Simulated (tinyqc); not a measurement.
Stretching all distances: RHF, UHF, MP2, CISD and CCSD against full CI in the sto-3g basis, for HF, spin multiplicity 1. Computed by the program tinyqc with PySCF. 

Geometry (angstrom):

| atom | x | y | z |
|---|---|---|---|
| F | 0.0000 | 0.0000 | 0.0000 |
| H | 0.0000 | 0.0000 | 0.7980 |

All coordinates are multiplied by the scale. c0^2 is the weight of the RHF determinant in the lowest singlet FCI state (UHF is spin-contaminated and may lie near states of higher spin) and n(LUMO) the first natural occupation beyond the occupied space.

Full CI energy (hartree) and errors against it (kcal/mol):

| scale | distance 1-2 (angstrom) | E(FCI) | RHF | UHF | MP2 | CISD | CCSD | <S^2> UHF | c0^2 | n(LUMO) |
|---|---|---|---|---|---|---|---|---|---|---|
| 0.9900 | 0.7900 | -98.540290 | 10.9926 | 10.9926 | 3.2004 | 0.0000 | 0.0000 | 0.0000 | 0.9918 | 0.0161 |
| 1.2400 | 0.9895 | -98.603278 | 19.9780 | 19.9780 | 6.9763 | 0.0000 | 0.0000 | 0.0000 | 0.9790 | 0.0414 |
| 1.5000 | 1.1970 | -98.578807 | 34.3653 | 34.3653 | 13.7257 | 0.0000 | 0.0000 | 0.0000 | 0.9504 | 0.0977 |
| 1.7500 | 1.3965 | -98.538687 | 53.6265 | 35.2656 | 23.1679 | 0.0000 | 0.0000 | 0.5608 | 0.9022 | 0.1931 |
| 2.0000 | 1.5960 | -98.503772 | 77.8201 | 23.6195 | 34.6954 | 0.0000 | 0.0000 | 0.8055 | 0.8336 | 0.3297 |
| 2.2500 | 1.7955 | -98.479854 | 104.9363 | 13.0711 | 45.9774 | 0.0000 | 0.0000 | 0.9142 | 0.7547 | 0.4873 |
| 2.5100 | 2.0030 | -98.465769 | 132.6788 | 6.2914 | 53.9322 | 0.0000 | 0.0000 | 0.9637 | 0.6788 | 0.6388 |
| 2.7600 | 2.2025 | -98.458992 | 156.1595 | 2.9259 | 55.5850 | 0.0000 | 0.0000 | 0.9843 | 0.6216 | 0.7533 |

UHF parts from RHF first at scale 1.75 of those listed, where <S^2> leaves zero. The weight c0^2 goes from 0.99 to 0.62 and n(LUMO) from 0.02 to 0.75: static correlation grows as the bonds break into open-shell fragments. The spread of the error along the curve, which distorts its shape, is CISD 0.0, CCSD 0.0, UHF 32.3, MP2 52.4, RHF 145.2 kcal/mol. With one virtual orbital CISD and CCSD are exact.
